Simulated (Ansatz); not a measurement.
**CH3N (triplet): from Hartree-Fock to the top rungs, def2-QZVPP**

An exercise on one series of results from a longer session: the logs are not shown, and one member is left open.

Computed with Ansatz 0.2.0, Gaussian basis. Level: def2-QZVPP, core rule «outside noble gas», up to 2 orbitals frozen.

To be run: UHF; ROHF; CCSD(T) on UHF.

2 further runs of the same task are left out: 2 set aside as unsound or not needed.

**The system**

The geometry is a PBE0/def2-TZVP stationary point (not a proven minimum).

5 atoms, charge 0, spin multiplicity 3.

Atoms are counted from 1 here; the program's logs count them from 0.

Bond lengths: N1–C2 1.365 Å, N1–H3 1.025 Å, C2–H4 1.090 Å, C2–H5 1.090 Å. Angles: C2–N1–H3 114.1°, N1–C2–H4 116.9°, N1–C2–H5 116.9°, H4–C2–H5 116.6°.

The first run:

Input file in.yaml:

```yaml
crystal:
  periodic: [false, false, false]
  atoms:
    - {symbol: N, position_ang: [-0.136074, 0.000000, 0.665268]}
    - {symbol: C, position_ang: [0.113118, 0.000000, -0.676644]}
    - {symbol: H, position_ang: [0.707513, 0.000000, 1.248296]}
    - {symbol: H, position_ang: [-0.082257, 0.926855, -1.215074]}
    - {symbol: H, position_ang: [-0.082257, -0.926855, -1.215074]}
basis:
  gaussian: {orbitals: "def2-QZVPP.json"}
magnetization: {spin_polarized: true, initial_magnetization: 2}
hamiltonian: {xc: hf}
output: {orbitals: {seedname: orbitals}}
```

Launch:

```bash
$ ansatz run in.yaml --threads 1 --pin off --events-out ev --progress --plain --max-ram 2393MiB
```

Among the steps run: UHF; ROHF; CCSD(T) on UHF.

One of the session's tables, all rows but one given; the rest of the session is left out.

It belongs to the step «Misses and costs». 

```
  method  from UCCSD(T) (meV)
    ROHF             +10663.5
     UHF             +10434.6
    UMP2              +1081.3
   UCCSD                    ?
UCCSD(T)                    0
```

Q: Estimate the row for UCCSD from the others.

The run gave: from UCCSD(T) (meV): +382.4. In the column «from UCCSD(T) (meV)» it lies between UCCSD(T) (0) and UMP2 (+1081.3).
